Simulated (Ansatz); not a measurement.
Take InAs in the zinc blende structure (space group F-43m, No. 216; a = 6.186 Å) as the base.

The values are results of PBE in Ansatz (plane waves to 420 eV, PAW, without spin-orbit coupling), not measurements.

Now apply this change: full substitution As → P; the structure is relaxed again.

Measured lattice parameter a: InAs 6.047 Å (static lattice; corrected from measurement; as listed in Daniel Mejia-Rodriguez, S. B. Trickey, Phys. Rev. B (2018)); InP 5.858 Å (static lattice; corrected from measurement; as listed in Daniel Mejia-Rodriguez, S. B. Trickey, Phys. Rev. B (2018)).

### Question
How well does PBE reproduce the measured shift?

### Answer
With PBE the lattice parameter a moves by -0.227 Å (6.186 → 5.960) against -0.189 Å measured.

Whether these cells are dynamically stable was not tested. The final runs are not spin-polarised.

Ansatz is a first-principles code.
